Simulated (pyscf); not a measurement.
HB=O (SMILES B=O) + H₂C=CH₂ (SMILES C=C) → H₂C=CH–BH–OH (SMILES C=CBO) (addition across a multiple bond or ene-type step; singlet surface; C–H broken, B–C, H–O formed). Single points on ωB97X-D3(BJ)/def2-SVP structures (PySCF, gas phase). MP2 and CC: frozen core, UHF for open shells. ΔMP2 is the change of the MP2 total energy from the triple- to the quadruple-zeta basis. Energies in kcal/mol from the separated reactants.

```csv
level,barrier,reaction energy
ωB97X-D3(BJ)/def2-TZVP,46.5,-17.7
B3LYP-D3(BJ)/def2-TZVP,47.4,-15.0
HF/def2-TZVP,64.4,-15.1
MP2/def2-QZVPP,47.1,-14.8
CCSD/def2-TZVPP,51.8,-16.0
CCSD(T)/def2-TZVPP,49.1,-15.5
CCSD(T)/def2-TZVPP + ΔMP2(QZVPP),(withheld),(withheld)
```

What belongs in the gaps?


- CCSD(T)/def2-TZVPP + ΔMP2(QZVPP), barrier: 48.9
- CCSD(T)/def2-TZVPP + ΔMP2(QZVPP), reaction energy: -15.6

On the product side the descent ends in a point that may be a rotor saddle (no frequency run), 1.6 kcal/mol over the lowest minimum found and 62.6 kcal/mol under the saddle at ωB97X-D3(BJ)/def2-TZVP. The same reactants have a lower exit, to cyclic C₂H₅BO (SMILES B1CCO1) (barrier +33.3 kcal/mol at ωB97M-D3(BJ)/def2-TZVP, against +47.4 kcal/mol here). H₂C=CH–BH–OH lies 23.3 kcal/mol over its isomer H₃C–CH₂–B=O (electronic energy, ωB97M-D3(BJ)/def2-TZVP). This is the saddle that the search found; another between the same sides may lie lower. The CCSD(T) − MP2 part came from Ansatz, without density fitting, on the same reference.
